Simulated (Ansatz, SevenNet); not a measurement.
Elastic constant C12 (GPa) of solids drawn from the class of elemental solids other than molecular ones, at two levels: the machine-learned potential SevenNet-0 (trained on PBE and PBE+U data), and PBE (plane waves, PAW; Ansatz, a quantum-chemistry and plane-wave program).

```csv
solid,SevenNet-0,PBE,shift (%)
fcc Ir,287,229,-20
α-phase Ga,30.5,26.3,-13.8
fcc Rh,228,179,-21
hcp Co,60.3,169,+180
hcp Zn,86.5,39.0,-55
hcp Sc,43.5,37.7,-13.3
hcp Be,104,21.2,-80
hcp Ti,101,82.7,-18.1
hcp Re,337,266,-21
fcc Pd,150,152,+1.3
```

The shifts run from -80 % to +180 %, with a median of -19.2 %.

Over all 10 rows PBE is the larger in 2.

Ansatz's runs of these crystals have no spin polarisation, but for hcp Co.

Density-functional runs with spin start from parallel moments for hcp Co.

Spin–orbit coupling is left out, also for the solids with elements from indium on (fcc Ir, hcp Re); its size isn't shown.

Each level is taken at its own relaxed cell. Ansatz's density-functional and Hartree–Fock values are scalar-relativistic unless marked +SOC, with PAW data made under PBE.
